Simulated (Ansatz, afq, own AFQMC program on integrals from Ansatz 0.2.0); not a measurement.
Two steps: Ansatz 0.2.0 writes the Fock matrix and Cholesky factors of the valence space, and afq projects on them the lowest state that overlaps trial and start.

```yaml
crystal:
  periodic: [false, false, false]
  atoms:
    - {symbol: B, position_ang: [-0.471520, 0.000000, 0.537659]}
    - {symbol: B, position_ang: [0.449110, 0.000000, -0.675227]}
    - {symbol: H, position_ang: [0.240362, 0.000000, 1.475528]}
basis:
  gaussian: {orbitals: 6-31G}
magnetization: {spin_polarized: true, initial_magnetization: 1}
correlation: {method: ccsd_t, electrons: outside_noble_gas, hamiltonian_folder: ham}
```

```sh
$ ansatz run in.yaml --threads 1 --pin off --events-out ev --progress --plain --max-ram 16896MiB --backend cuda --devices 0, --max-vram 18GiB
```

afq runs on the folder ham with

```
--method phaseless --trial cisd --walkers 4000 --populations 20 --least-time 60 --time-step 0.005 --steps-per-block 50 --equilibration-blocks 28 --max-blocks 4000 --target-error 0.00016 --factor-cut 1e-05 --start spin_pure --seed 280 --release-times 0.24,0.51,0.99,1.62,2.4 --release-step 0.03 --release-every 3 --taylor-order 6
```

Times are imaginary, in 1/Eh. The walk had a cap of 122 s. With eight or more populations the least sampling time is a fifth of least-time, and the error comes from their spread.

afq prints:

```
orbitals 18  electrons 4 3  factors 119 of 284
reference energy -49.66492685 Eh
CCSD correlation -0.14195976 Eh in 25 cycles, weight of the determinant in the CISD state 0.7198
energy of the start -49.804075 Eh
 block  time / (1/Eh)  mean weight  energy / Eh
     1     0.250  0.9999  -49.804244
     2     0.500  1.0000  -49.805424
     3     0.750  1.0001  -49.806734
     4     1.000  1.0000  -49.808205
     5     1.250  0.9999  -49.809104
    10     2.500  1.0001  -49.812560
    43    10.750  1.0001  -49.814781
    78    19.500  1.0000  -49.815589
   106    26.500  0.9999  -49.816613
   113    28.250  0.9999  -49.815297
   148    37.000  0.9998  -49.813263
   183    45.750  1.0002  -49.814735
   218    54.500  1.0000  -49.814629
   253    63.250  1.0003  -49.815757
   288    72.000  0.9999  -49.814061
   316    79.000  1.0001  -49.815052
error from the spread of 20 populations
released: time / (1/Eh)  energy / Eh  error  mean overlap
  0.24  -49.814744  0.000594  1.0007
  0.51  -49.815632  0.000161  1.0004
  0.99  -49.816712  0.000221  1.0001
  1.62  -49.817431  0.000655  1.0015
  2.40  -49.817312  0.000127  1.0032
energy -49.815018 +/- 0.000114 Eh
(rows thinned)
```

The run passed its tests (sampling time, drift between the halves within three errors, error under three times the target), which doesn't prove that it has relaxed, ending at its cap on processor time. The second half of the sampling lies above the first by 2.2 errors of their difference, so the energy may still be moving and its error bar be too small.

Against this walk (error 3.1 meV) on the same determinant: CCSD(T) 80.5 meV lower, CCSDT(Q) 108.5 meV lower, CCSDTQ 103.7 meV lower, full CI (a separate run on its own orbitals, whose frozen core shifts it by up to a few meV) 105.2 meV lower. The error is statistical and leaves out the bias of the constraint. The released energies have errors that jump between times, so the bars are unsure (meV from the phaseless value at times in 1/Eh: 7 ± 16 at 0.24, -17 ± 4 at 0.51, -46 ± 6 at 0.99, -66 ± 18 at 1.62, -62 ± 3 at 2.40), so they give no level; they do show a bias of the constraint, and the last of them that isn't too noisy lies 43 meV above full CI. Full CI is exact here, so the walk's 105 meV above it is the walk's own error: the bias of the constraint with this trial, or a walk that hasn't relaxed. The determinant is a poor start (see the cautions), so the low cluster orders aren't to be relied on, and full CI is the sure value.

Cautions: constraint bias not in the error; an unrestricted solution with more broken spin lies lower (1.65 eV, ⟨S²⟩ 1.70); strong correlation (T1 0.106, weight of the determinant 0.72, largest double 0.32); (T) is large, 8 % of the CCSD correlation; unrestricted determinant slightly spin contaminated (⟨S²⟩ 0.84 against 0.75); full CI with its own frozen core; a state of higher spin lies lower (by 209 meV).

The walk took 2 min on 1 × NVIDIA H100 80GB HBM3 with 2 threads of AMD EPYC 7R13 Processor (Zen 3) (shared host) (the card was shared). The log's last line is the phaseless energy.

CCSDT and higher add their correlation energy to the determinant of the CCSD(T) run, since their own runs factorise the integrals more tightly (a shift of under 2 meV). A walk keeps the symmetry of its determinant, which the program's search chose and which needn't be the lowest solution, so a lower state of the same spin and another symmetry isn't excluded.
